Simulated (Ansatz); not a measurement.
Loss of H2O: C4H9NO → C4H7N + H2O

Species: C4H9NO (butyramide) `CCCC(N)=O`, singlet; C4H7N (butyronitrile) `CCCC#N`, singlet; H2O (water) `O`, singlet. 

Shapes, held fixed at every level: PBE0-D4/def2-TZVP. Flexible molecules stand in one conformer, not always the lowest. Programs: Ansatz 0.2.0. The zero-point and thermal change to 298 K, harmonic and unscaled (PBE0-D4/def2-TZVP), is -11.7 kJ/mol.

**The experiment to reproduce.** Tabulated heats of formation (Active Thermochemical Tables, CRC Handbook of Chemistry and Physics): C4H9NO -282.0 (CRC); C4H7N +33.6 (CRC); H2O -241.8 (ATcT) kJ/mol, which give ΔH(298 K) = +73.8 kJ/mol.

```json
{"level": "HF/def2-SVP", "kind": "Hartree–Fock", "ΔH (kJ/mol)": "+89.0", "computed − measured": "+15.2"}
{"level": "HF/def2-TZVPP", "kind": "Hartree–Fock", "ΔH (kJ/mol)": "+60.3", "computed − measured": "-13.5"}
{"level": "r2SCAN-D4/def2-TZVPP", "kind": "meta-GGA", "ΔH (kJ/mol)": "+107.3", "computed − measured": "+33.5"}
{"level": "PBE0-D4/def2-TZVPP", "kind": "global hybrid", "ΔH (kJ/mol)": "+110.6", "computed − measured": "+36.8"}
{"level": "B2PLYP/def2-TZVPP", "kind": "double hybrid", "ΔH (kJ/mol)": "+71.6", "computed − measured": "-2.2"}
{"level": "MP2/def2-TZVPP", "kind": "perturbation theory", "ΔH (kJ/mol)": "+61.7", "computed − measured": "-12.0"}
{"level": "CCSD(T)/def2-TZVPP", "kind": "coupled cluster or CI", "ΔH (kJ/mol)": "+65.9", "computed − measured": "-7.9"}
{"level": "CCSD(T)/CBS estimate", "kind": "coupled cluster or CI", "ΔH (kJ/mol)": "+67.9", "computed − measured": "-5.9"}
```

Nearest: B2PLYP/def2-TZVPP (-2.2); farthest: PBE0-D4/def2-TZVPP (+36.8). 3 of 8 levels lie within 10 kJ/mol. The CBS estimate extrapolates MP2 from def2-TZVPP and def2-QZVPP and adds CCSD(T) − MP2 in the triple-zeta set, cores frozen.
